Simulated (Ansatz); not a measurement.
Reaction (isomerisation): `NC[SiH3]` → `CN[SiH3]`

Computed with Ansatz on PBE0-D4/def2-TZVP structures; ΔE is electronic, products minus reactants. CBS: MP2 limit from def2 TZ/QZ plus the TZ coupled-cluster correction, frozen cores. Functionals use def2-TZVPP. B3LYP here is the variant with VWN-RPA as its local correlation; programs differ in this. Each species was taken in one conformer, which may not be the lowest.

```csv
species,B3LYP energy (Eh)
`NC[SiH3]`,-386.62397
`CN[SiH3]`,-386.64670
```

Work out ΔE.

ΔE = (-386.64670) − (-386.62397) = -0.02273 Eh = -59.7 kJ/mol. CCSD(T)/CBS gives -58.2 kJ/mol.

Largest T1 diagnostic among the species: 0.010.

From BLYP to BHLYP (50 % exact exchange), in def2-TZVPP and without D4, ΔE moves by −6.4 kJ/mol. Leaving LDA and LC-ωPBE aside and taking each functional with its dispersion term where it has one, the values, not all of them listed here, spread over 12.6 kJ/mol, from BHLYP-D4 to PBE-D4.
